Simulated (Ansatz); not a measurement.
I need harmonic frequencies at the relaxed geometry of C2H6Mg, SMILES [CH3][Mg][CH3]. Use Ansatz 0.2.0, Python API. Use (for the species named): B3LYP, def2-SVP basis, multiplicity 1.

```
atom    x (Å)    y (Å)    z (Å)
   C  -1.0441   1.4036  -1.1738
  Mg  -0.0114  -0.0091  -0.0043
   C   1.0445  -1.4593   1.1648
   H  -1.9421   0.9942  -1.5909
   H  -0.4530   1.7838  -2.0440
   H  -1.3620   2.3316  -0.5497
   H   0.6208  -2.4521   1.0808
   H   2.1640  -1.5037   0.8135
   H   1.0718  -1.1353   2.2864
```

`c2h6mg_freq.py`:
```python
"""Vibrations of C2H6Mg."""

import ansatz as az
from ase import Atoms
import numpy as np

atoms = Atoms(["C", "Mg", "C", "H", "H", "H", "H", "H", "H"], positions=[
    (-1.0441, 1.4036, -1.1738),
    (-0.0114, -0.0091, -0.0043),
    (1.0445, -1.4593, 1.1648),
    (-1.9421, 0.9942, -1.5909),
    (-0.453, 1.7838, -2.044),
    (-1.362, 2.3316, -0.5497),
    (0.6208, -2.4521, 1.0808),
    (2.164, -1.5037, 0.8135),
    (1.0718, -1.1353, 2.2864),
])
molecule = az.Crystal.molecule_from_ase(atoms)

calculation = molecule.calculation().basis(gaussian="def2-SVP").functional("b3lyp")
symbols = [site.symbol for site in molecule.cartesian_sites]
start = np.array([site.position_ang for site in molecule.cartesian_sites], dtype=float)
def progress(event):
    if event["event"] == "relax_step":
        row = event["data"]
        print(f"step {row['step']:3d}  E = {row['lagrangian_ev']:.6f} eV  largest force component {row['allowed_force_max_ev_ang']:.4f} eV/A")


r = calculation.relax(force_tolerance=0.003).session().plan().execute(on_event=progress).report
end = np.array(r["positions_ang"])

print("final positions (A) and the move of each atom")
for symbol, xyz, old in zip(symbols, end, start):
    print(f"{symbol:2s} {xyz[0]:10.5f} {xyz[1]:10.5f} {xyz[2]:10.5f}   {np.linalg.norm(xyz - old):7.4f}")

# same settings at the minimum
minimum = az.Crystal.molecule()
for symbol, place in zip(symbols, end):
    minimum = minimum.atom(symbol, place.tolist())
vibrating = minimum.calculation()
vibrating = vibrating.basis(gaussian="def2-SVP").functional("b3lyp")
vibrating = vibrating.phonons(temperatures=(200, 600, 100))
vib = vibrating.run(threads=1).report["vibrations"]
sums = vib["harmonic_sums"]
modes = [m["omega_inv_cm"] for m in sums["modes_at_gamma"] if m["rigid_motion"] == "no"]
for number, w in enumerate(modes, start=1):
    print(f"mode {number:2d} {w:9.1f} 1/cm {w / 8065.544 * 1000:8.2f} meV")
print("imaginary modes:", sum(w < 0 for w in modes), " zero-point energy:", round(sums["zero_point_energy_ev"], 4), "eV")
print("T (K)   F_vib (eV)   S_vib (meV/K)   C_vib (meV/K)")
for row in zip(sums["temperatures_k"], sums["vibrational_free_energy_ev"], vib["entropy_ev_per_k"], vib["heat_capacity_ev_per_k"]):
    print(f"{row[0]:6.1f} {row[1]:11.4f} {1000 * row[2]:13.4f} {1000 * row[3]:15.4f}")

# all hydrogen replaced by deuterium
heavier = vibrating.phonons(masses={"H": 2.014102}).run(threads=1).report["vibrations"]["harmonic_sums"]
print("deuterated (1/cm):", " ".join(f"{m['omega_inv_cm']:.0f}" for m in heavier["modes_at_gamma"] if m["rigid_motion"] == "no"))
print("zero-point energy falls by", round(sums["zero_point_energy_ev"] - heavier["zero_point_energy_ev"], 4), "eV")
```

`python c2h6mg_freq.py` gives:
```text
step   1  E = -7612.967913 eV  largest force component 1.8129 eV/A
step   2  E = -7613.167666 eV  largest force component 0.6671 eV/A
step   3  E = -7613.185042 eV  largest force component 0.0150 eV/A
step   4  E = -7613.185157 eV  largest force component 0.0192 eV/A
step   5  E = -7613.185207 eV  largest force component 0.0003 eV/A
final positions (A) and the move of each atom
C    -1.04025    1.40450   -1.15781    0.0165
Mg    0.00928   -0.00570   -0.00208    0.0211
C     1.05977   -1.41493    1.15394    0.0482
H    -1.96453    0.98144   -1.59108    0.0258
H    -0.43586    1.78110   -2.00274    0.0448
H    -1.34154    2.28625   -0.56390    0.0517
H     0.61451   -2.42387    1.08485    0.0292
H     2.11383   -1.50958    0.83611    0.0553
H     1.07328   -1.14552    2.22551    0.0618
mode  1      12.0 1/cm     1.48 meV
mode  2     124.8 1/cm    15.47 meV
mode  3     124.8 1/cm    15.47 meV
mode  4     423.9 1/cm    52.56 meV
mode  5     520.3 1/cm    64.51 meV
mode  6     520.4 1/cm    64.52 meV
mode  7     604.8 1/cm    74.99 meV
mode  8     604.8 1/cm    74.99 meV
mode  9     619.9 1/cm    76.86 meV
mode 10    1150.5 1/cm   142.65 meV
mode 11    1155.0 1/cm   143.20 meV
mode 12    1426.9 1/cm   176.91 meV
mode 13    1426.9 1/cm   176.92 meV
mode 14    1431.1 1/cm   177.43 meV
mode 15    1431.1 1/cm   177.43 meV
mode 16    3000.1 1/cm   371.97 meV
mode 17    3002.1 1/cm   372.21 meV
mode 18    3084.1 1/cm   382.38 meV
mode 19    3084.2 1/cm   382.39 meV
mode 20    3084.3 1/cm   382.41 meV
mode 21    3084.4 1/cm   382.42 meV
imaginary modes: 0  zero-point energy: 1.8546 eV
T (K)   F_vib (eV)   S_vib (meV/K)   C_vib (meV/K)
 200.0      1.7912        0.5493          0.4169
 300.0      1.7260        0.7524          0.5911
 400.0      1.6411        0.9429          0.7358
 500.0      1.5379        1.1205          0.8564
 600.0      1.4174        1.2859          0.9583
deuterated (1/cm): 8 111 111 384 389 389 473 473 587 888 894 1034 1034 1035 1035 2153 2154 2280 2280 2281 2281
zero-point energy falls by 0.4737 eV
```

Total energies depend on the basis set; only differences at equal settings carry meaning. The frequencies are harmonic and unscaled, in a modest basis. The result belongs to the one conformer reached from this start, and soft torsions count as harmonic oscillators. b3lyp holds the VWN-RPA fit, as in Gaussian; the form of ORCA and Turbomole is b3lyp5. Hardware and time: 3.2 min on 1 thread of Arm Neoverse V1 (shared host), peak memory 0.22 GiB.

(A comment or docstring line of the script was reworded after the run, the code is as it ran; lines on the test bed's own set-up are left out of the output.)
